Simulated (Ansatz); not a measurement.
# H3S+ (triplet): from Hartree-Fock to the top rungs at scale of all distances = 2.364, 6-31G

An exercise on one series of results from a longer session: the logs are not shown, and one member is left open.

The runs use Ansatz 0.2.0, Gaussian basis; 6-31G, core rule «outside noble gas», up to 5 orbitals frozen.

The runs, in order: UHF; CCSD(T) on ROHF; CCSD(T) on UHF; BCCD(T) on ROHF; CISD; CCSDT(Q) on UHF; CISDTQ; CCSDTQ on ROHF; CASSCF and MRCISD+Q, 4 electrons in 4 orbitals; CASSCF and NEVPT2, 4 electrons in 4 orbitals; CASSCF and MRCISD+Q, 8 electrons in 7 orbitals; CASSCF and NEVPT2, 8 electrons in 7 orbitals; Full CI; Full CI in the symmetry of the determinant.

14 further runs of the same task are left out: 1 for a known fault of the program, 11 that didn't finish, 2 set aside as unsound or not needed.

### What is computed

The geometry derives from a PBE0/def2-TZVP stationary point (not a proven minimum). All distances are scaled together.

4 atoms, charge 1, spin multiplicity 3.

Atoms are counted from 1 here; the program's logs count them from 0.

No contacts short enough for the rule that draws bonds.

Set-up of the first run:

Input file in.yaml:

```yaml
crystal:
  periodic: [false, false, false]
  atoms:
    - {symbol: S, position_ang: [0.000000, -0.092442, 0.000000]}
    - {symbol: H, position_ang: [0.000000, 3.116641, 0.000000]}
    - {symbol: H, position_ang: [0.000000, -0.087924, 3.593580]}
    - {symbol: H, position_ang: [0.000000, -0.087924, -3.593580]}
basis:
  gaussian: {orbitals: 6-31G}
total_charge: 1
magnetization: {spin_polarized: true, initial_magnetization: 2}
hamiltonian: {xc: hf}
output: {orbitals: {seedname: orbitals}}
```

The run is started by

```bash
> ansatz run in.yaml --threads 1 --pin off --events-out ev --progress --plain --max-ram 2393MiB
```

Steps of the session up to this table: UHF; CCSD(T) on ROHF; CCSD(T) on UHF; BCCD(T) on ROHF; CISD; CCSDT(Q) on UHF; CISDTQ; CCSDTQ on ROHF; CASSCF and MRCISD+Q, 4 electrons in 4 orbitals; CASSCF and NEVPT2, 4 electrons in 4 orbitals; CASSCF and MRCISD+Q, 8 electrons in 7 orbitals; CASSCF and NEVPT2, 8 electrons in 7 orbitals; Full CI; Full CI in the symmetry of the determinant.

One of the session's tables, all rows but one given; the rest of the session is left out.

```
          method  from FCI (kJ/mol)
             UHF              +33.9
            UMP2              +12.2
           UCCSD               +3.1
        UCCSD(T)                  ?
          UCCSDT               +0.4
       UCCSDT(Q)                0.0
  CASSCF valence              +30.8
  NEVPT2 valence              +10.1
  MRCISD valence               +0.4
MRCISD+Q valence               +0.1
             FCI                  0
```

Estimate the missing values for UCCSD(T).

As computed: from FCI (kJ/mol): +2.4. In the column «from FCI (kJ/mol)» it lies between MRCISD valence (+0.4) and UCCSD (+3.1).

Left out of the table: CASSCF pair, NEVPT2 pair, MRCISD pair, MRCISD+Q pair (the active space lost an orbital or holds another state than full CI finds).

Caveats from the session: The determinant is far from a pure spin state, so its energy mixes those of several spin states (harmless only where they are near-degenerate, as at dissociation). The report flags that the cluster equations may have other roots. Left out of the table: ROHF, RMP2, CISD, RCCSD, RCCSD(T), BCCD(T), CISDTQ, RCCSDTQ (another determinant or state than the rows shown). The program flags UCCSDT(Q) as in doubt, so those rows may rest on another solution; read them beside their warnings. Levels on UHF freeze UHF's core orbitals, full CI those of ROHF, so the U rows can settle a little off it for that reason alone.
